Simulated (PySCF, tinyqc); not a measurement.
RHF in the sto-3g basis, for H2O, spin multiplicity 1, step by step (part 2 of 2). The lowest restricted solution is unstable here: a spin-polarised one lies 0.0020 hartree lower (PySCF). Computed by tinyqc, a small Python program that keeps every step (integrals from PySCF). Command: `OMP_NUM_THREADS=1 python tinyqc.py 23270 23271 out.jsonl` (the two numbers bound the seeds that draw the settings). One thread of a shared host (Intel(R) Xeon(R) Processor @ 2.60GHz), about 0.07 s of CPU time with the checks.

Geometry (angstrom):
```
atom         x          y         z
O     0.000000   0.000000  0.000000
H     0.000000   1.010000  0.813000
H     0.000000  -1.010000  0.813000
```

## Convergence

Stop when the energy changes by less than 1e-09 hartree and every element of the error matrix X^T (F D S - S D F) X is below 9e-06.

Course of the cycle:
```
iteration   E (hartree)     change  largest element of the error matrix
1          -28.25059921          -                             2.78e-01
2          -73.51056738  -4.53e+01                             6.52e-01
3          -73.70378973  -1.93e-01                             7.13e-01
4          -73.61609691   8.77e-02                             6.93e-01
5          -73.61013385   5.96e-03                             6.93e-01
6          -73.06045246   5.50e-01                             5.03e-01
7          -74.41843591  -1.36e+00                             6.16e-01
8          -74.55170041  -1.33e-01                             5.64e-01
9          -74.78979825  -2.38e-01                             2.68e-01
10         -74.83511695  -4.53e-02                             6.43e-02
11         -74.83929220  -4.18e-03                             9.89e-03
12         -74.83951998  -2.28e-04                             3.11e-03
13         -74.83954856  -2.86e-05                             1.68e-04
14         -74.83954859  -3.01e-08                             1.22e-06
15         -74.83954859  -1.21e-12                             3.08e-07
```

PySCF RHF in the same basis = -74.83954859 hartree

Converged in 15 iterations.

## Populations, bond orders and dipole

D after iteration 15, lower triangle:
```
            1O 1s      1O 2s    1O 2px     1O 2py    1O 2pz      2H 1s     3H 1s
1O 1s    2.113474
1O 2s   -0.482410   2.075924
1O 2px   0.000000   0.000000  2.000000
1O 2py   0.000000   0.000000  0.000000   0.773824
1O 2pz   0.091540  -0.464339  0.000000   0.000000  1.031798
2H 1s   -0.005965  -0.072083  0.000000   0.573057  0.559536   0.745198
3H 1s   -0.005965  -0.072083  0.000000  -0.573057  0.559536  -0.103558  0.745198
```

overlap S, lower triangle:
```
           1O 1s     1O 2s    1O 2px     1O 2py    1O 2pz     2H 1s     3H 1s
1O 1s   1.000000
1O 2s   0.236704  1.000000
1O 2px  0.000000  0.000000  1.000000
1O 2py  0.000000  0.000000  0.000000   1.000000
1O 2pz  0.000000  0.000000  0.000000   0.000000  1.000000
2H 1s   0.024243  0.282613  0.000000   0.207366  0.166919  1.000000
3H 1s   0.024243  0.282613  0.000000  -0.207366  0.166919  0.115357  1.000000
```

Mulliken: Z minus the diagonal of D S on the atom; Loewdin: the same with S^(1/2) D S^(1/2); Mayer order: 2 sum_s sum (D(s) S)_ij (D(s) S)_ji over the two atoms.

Charges (e):
```
atom   Mulliken    Loewdin
1O    -0.150069  -0.114913
2H     0.075035   0.057456
3H     0.075035   0.057456
```

Mayer bond orders:
```
pair     order
2-1   0.990332
3-1   0.990332
3-2   0.004038
```

dipole moment about the origin, x y z (debye): 0.000000  0.000000  1.274831
